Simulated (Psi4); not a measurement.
**doublet CH3NSi+ at 3 levels**

Aim: a comparison of 3 runs (UHF/STO-3G, UHF/3-21G, UHSE06/def2-TZVP) of doublet CH3NSi+. 

Program for the calculation: Psi4 1.11.

1 further run of the same task is left out (set aside as unsound or not needed).

**1. The system as given**

CH3NSi+ has 6 atoms, charge +1, and is taken as a doublet. SMILES of the parent species: `[H][Si]([H])([H])C#N`. The shape is that of a GFN2-xTB optimisation. That shape belongs to the parent species and isn't relaxed for this state.

Bond lengths: Si1–C2 1.866 Å, C2–N3 1.145 Å, Si1–H4 1.462 Å, Si1–H5 1.461 Å, Si1–H6 1.462 Å. Angles: Si1–C2–N3 179.6°, C2–Si1–H4 106.2°, C2–Si1–H5 106.3°, C2–Si1–H6 106.3°, H4–Si1–H5 112.5°, H4–Si1–H6 112.5°, H5–Si1–H6 112.4°.

**2. Energy and gradient at UHF/STO-3G (run 1)**

calc.dat reads:

```
memory 1600 MB

molecule {
  1 2
  Si    -0.005910     0.005310    -0.607820
  C      0.007280    -0.009780     1.257730
  N      0.023780    -0.021100     2.402800
  H      1.395010     0.016460    -1.024950
  H     -0.715770     1.218710    -1.003950
  H     -0.704390    -1.209600    -1.023800
  units angstrom
  symmetry c1
  no_reorient
  no_com
}

set globals {
  basis STO-3G
  reference uhf
  puream true
  e_convergence 1e-09
  d_convergence 1e-08
  scf_type pk
  maxiter 200
}

e_tot, wfn = gradient("scf", return_wfn=True)
oeprop(wfn, "DIPOLE", "MAYER_INDICES", "WIBERG_LOWDIN_INDICES")
```

Started as:

```sh
$ psi4 -i calc.dat -o calc.out -n 1
```

calc.out:

```text
[...]
  Running in c1 symmetry.
[...]
  Nuclear repulsion =   82.887837989854148
[...]
  Multiplicity = 2
[...]
  Nalpha       = 15
  Nbeta        = 14
[...]
    Number of basis functions: 22
[...]
   @UHF iter   1:  -377.97695749125273   -1.85446e+00   1.79495e-02 DIIS/ADIIS
[...]
   @UHF iter  21:  -378.14215897488151   -5.11591e-13   6.66727e-09 DIIS
[...]
   @S^2 Observed:                1.054822506E+00
[...]
    Orbital Energies [Eh]
    ---------------------
    Alpha Occupied:
       1A    -68.276698     2A    -15.916191     3A    -11.463471
       4A     -6.251983     5A     -4.278286     6A     -4.276526
       7A     -4.276519     8A     -1.618331     9A     -1.095153
      10A     -0.996067    11A     -0.894530    12A     -0.894529
      13A     -0.778096    14A     -0.666695    15A     -0.666578
    Alpha Virtual:
      16A     -0.020661    17A     -0.020601    18A      0.169674
      19A      0.283280    20A      0.355566    21A      0.355828
      22A      0.830442
[...]
  @UHF Final Energy:  -378.14215897488151
   => Energetics <=
    Nuclear Repulsion Energy =             82.8878379898541482
    One-Electron Energy =                -678.7222720109489273
    Two-Electron Energy =                 217.6922750462132967
    Total Energy =                       -378.1421589748815109
  UHF NO Occupations:
  HONO-2 :   13  A 1.9222567
  HONO-1 :   14  A 1.9222368
[...]
  -Total Gradient:
     Atom            X                  Y                   Z
    ------   -----------------  -----------------  -----------------
       1        0.000330408405    -0.000133116617     0.069929142716
       2        0.001361257104    -0.000933102271     0.098257585604
       3       -0.001632309644     0.001205154254    -0.127212090802
       4        0.016958095851     0.000255238574    -0.013731576846
       5       -0.008397620205     0.014241392213    -0.013422512249
       6       -0.008619831511    -0.014635566154    -0.013820548422
[...]
 Multipole Moments:
 ------------------------------------------------------------------------------------
     Multipole            Electronic (a.u.)      Nuclear  (a.u.)        Total (a.u.)
 ------------------------------------------------------------------------------------
 L = 1.  Multiply by 2.5417464519 to convert [e a0] to [Debye]
 Dipole X            :         -0.1794167            0.1932245            0.0138078
 Dipole Y            :          0.1865991           -0.2011991           -0.0146000
 Dipole Z            :        -22.5251471           24.1956754            1.6705283
 Magnitude           :                                                    1.6706492
[...]
```

It took 2.1 s on 1 thread of Intel Xeon Platinum 8488C (Sapphire Rapids), shared host; peak memory 0.18 GiB.

**3. Energy and forces at UHF/3-21G (run 2)**

job.inp reads:

```
memory 1600 mb

molecule m {
  1 2
  Si    -0.005910     0.005310    -0.607820
  C      0.007280    -0.009780     1.257730
  N      0.023780    -0.021100     2.402800
  H      1.395010     0.016460    -1.024950
  H     -0.715770     1.218710    -1.003950
  H     -0.704390    -1.209600    -1.023800
  symmetry c1
  no_reorient
  no_com
}

set basis 3-21G
set reference uhf
set puream true
set e_convergence 1e-09
set d_convergence 1e-08
set scf_type pk
set maxiter 200

e_tot = gradient('hf')
```

Started as:

```sh
$ psi4 job.inp job.out -n 1
```

job.out:

```text
[...]
  Running in c1 symmetry.
[...]
  Nuclear repulsion =   82.887837989854148
[...]
  Multiplicity = 2
[...]
  Nalpha       = 15
  Nbeta        = 14
[...]
    Number of basis functions: 37
[...]
   @UHF iter   1:  -380.38435659587844   -4.99468e-01   8.14385e-03 DIIS/ADIIS
[...]
   @UHF iter  98:  -380.49940873115452   -3.56977e-11   6.62247e-09 DIIS
[...]
   @S^2 Observed:                7.580380601E-01
[...]
  @UHF Final Energy:  -380.49940873115452
   => Energetics <=
    Nuclear Repulsion Energy =             82.8878379898541482
    One-Electron Energy =                -680.6812082298667974
    Two-Electron Energy =                 217.2939615088581604
    Total Energy =                       -380.4994087311545172
  UHF NO Occupations:
  HONO-2 :   13  A 1.9993905
  HONO-1 :   14  A 1.9972461
[...]
 Multipole Moments:
 ------------------------------------------------------------------------------------
     Multipole            Electronic (a.u.)      Nuclear  (a.u.)        Total (a.u.)
 ------------------------------------------------------------------------------------
 L = 1.  Multiply by 2.5417464519 to convert [e a0] to [Debye]
 Dipole X            :         -0.2376298            0.1932245           -0.0444053
 Dipole Y            :          0.1999513           -0.2011991           -0.0012479
 Dipole Z            :        -23.4464188           24.1956754            0.7492566
 Magnitude           :                                                    0.7505723
[...]
  -Total Gradient:
     Atom            X                  Y                   Z
    ------   -----------------  -----------------  -----------------
       1       -0.006419970869    -0.000040186438     0.055197061141
       2        0.003136188958    -0.001142080799     0.101460777921
       3       -0.001590634560     0.001403476239    -0.138268638190
       4       -0.004039342425     0.000069165766    -0.005249726319
       5        0.004641842695    -0.005778138645    -0.006569761850
       6        0.004271916200     0.005487763877    -0.006569712702
[...]
```

It took 2.7 s on 1 thread of Intel Xeon Platinum 8488C (Sapphire Rapids), shared host; peak memory 0.18 GiB.

**4. The energy at UHSE06/def2-TZVP (run 3)**

job.json reads:

```json
{
  "schema_name": "qcschema_input",
  "schema_version": 1,
  "molecule": {
    "schema_name": "qcschema_molecule",
    "schema_version": 2,
    "symbols": ["Si", "C", "N", "H", "H", "H"],
    "geometry": [-0.01116828, 0.01003445, -1.14861333, 0.01375721, -0.01848152, 2.37676524, 0.04493769, -0.03987322, 4.54063393, 2.63618684, 0.03110489, -1.93687479, -1.35260927, 2.30302813, -1.89719054, -1.33110418, -2.28581272, -1.93470161],
    "molecular_charge": 1,
    "molecular_multiplicity": 2,
    "fix_symmetry": "c1",
    "fix_com": true,
    "fix_orientation": true
  },
  "driver": "energy",
  "model": {
    "method": "hse06",
    "basis": "def2-TZVP"
  },
  "keywords": {
    "reference": "uks",
    "puream": true,
    "e_convergence": 1e-09,
    "d_convergence": 1e-08,
    "scf_type": "pk",
    "dft_radial_points": 99,
    "dft_spherical_points": 590,
    "maxiter": 200,
    "scf_properties": ["QUADRUPOLE", "LOWDIN_CHARGES", "DIPOLE"]
  }
}
```

Started as:

```sh
$ psi4 --qcschema job.json -n 1 --memory 1600MB
```

stdout:

```text
[...]
  Running in c1 symmetry.
[...]
  Nuclear repulsion =   82.887838079692969
[...]
  Multiplicity = 2
[...]
  Nalpha       = 15
  Nbeta        = 14
[...]
    Number of basis functions: 117
[...]
   @UKS iter   1:  -383.31121657525557   -1.60930e-02   5.11431e-03 DIIS/ADIIS
[...]
   @UKS iter  33:  -383.51340069166912   -3.10990e-10   5.99751e-09 DIIS
[...]
   @S^2 Observed:                7.609777271E-01
[...]
    Orbital Energies [Eh]
    ---------------------
    Alpha Occupied:
       1A    -66.520765     2A    -14.699755     3A    -10.551388
       4A     -5.596394     5A     -3.931188     6A     -3.930499
       7A     -3.927113     8A     -1.253743     9A     -0.872016
      10A     -0.723400    11A     -0.688219    12A     -0.658020
      13A     -0.648132    14A     -0.630648    15A     -0.603076
    Alpha Virtual:
      16A     -0.305630    17A     -0.285588    18A     -0.222346
      19A     -0.174737    20A     -0.167483    21A     -0.165493
      22A     -0.093191    23A     -0.050470    24A     -0.042193
      25A     -0.016389    26A     -0.004319    27A     -0.003162
[...]
  @UKS Final Energy:  -383.51340069166912
   => Energetics <=
    Nuclear Repulsion Energy =             82.8878380796929690
    One-Electron Energy =                -684.5068036925540582
    Two-Electron Energy =                 244.1067081274323414
    DFT Exchange-Correlation Energy =     -26.0011432062404495
    Empirical Dispersion Energy =           0.0000000000000000
    VV10 Nonlocal Energy =                  0.0000000000000000
    Total Energy =                       -383.5134006916691760
[...]
 Multipole Moments:
 ------------------------------------------------------------------------------------
     Multipole            Electronic (a.u.)      Nuclear  (a.u.)        Total (a.u.)
 ------------------------------------------------------------------------------------
 L = 1.  Multiply by 2.5417464519 to convert [e a0] to [Debye]
 Dipole X            :         -0.2700814            0.1932246           -0.0768568
 Dipole Y            :          0.0643625           -0.2011991           -0.1368365
 Dipole Z            :        -24.5262585           24.1956754           -0.3305831
 Magnitude           :                                                    0.3659459
 L = 2.  Multiply by 1.3450342976 to convert [e a0^2] to [Debye ang]
 Quadrupole XX       :        -26.1787653           10.5678888          -15.6108765
 Quadrupole XY       :          0.6505352           -0.0060812            0.6444540
[...]
```

The result, in JSON:

```text
{
 "driver": "energy",
 "model": {
  "method": "hse06",
  "basis": "def2-TZVP"
 },
 "success": true,
 "return_result": -383.5134006916691,
 "properties": {
  "calcinfo_nbasis": 117,
  "calcinfo_nmo": 117,
  "calcinfo_nalpha": 15,
  "calcinfo_nbeta": 14,
  "calcinfo_natom": 6,
  "nuclear_repulsion_energy": 82.88783807969297,
  "return_energy": -383.5134006916691,
  "scf_one_electron_energy": -684.5068036925541,
  "scf_two_electron_energy": 244.10670812743234,
  "scf_xc_energy": -26.00114320624045,
  "scf_dipole_moment": [-0.0768568282367808, -0.1368365113775486, -0.3305831463036668],
  "scf_total_energy": -383.5134006916691,
  "scf_iterations": 33
 }
}
```

It took 2.2 min on 1 thread of Intel Xeon Platinum 8488C (Sapphire Rapids), shared host; peak memory 0.87 GiB.

**5. Overview of the runs**

```tsv
run	level	task	integration grid	energy (Eh)	HOMO energy (eV)	LUMO energy (eV)	⟨S²⟩	wall time
1	UHF/STO-3G	gradient	–	-378.142159	-17.99	-6.98	1.055	2.1 s
2	UHF/3-21G	gradient	–	-380.499409	-19.36	-10.36	0.758	2.7 s
3	UHSE06/def2-TZVP	energy	99 radial × 590 angular	-383.513401	-16.09	-14.95	0.761	2.2 min
```

**6. What came out**

| quantity | value |
| --- | --- |
| run 3: total energy | -383.51340 Eh |
| run 3: HOMO energy (highest over α and β) | -16.09 eV |
| run 3: LUMO energy (lowest over α and β) | -14.95 eV |
| run 3: ⟨S²⟩ | 0.761 |

In run 1 the basis is minimal, so the values are rough. Spin contamination of the reference: run 1 ⟨S²⟩ = 1.05. All runs together took 2.3 min, the longest 2.2 min.
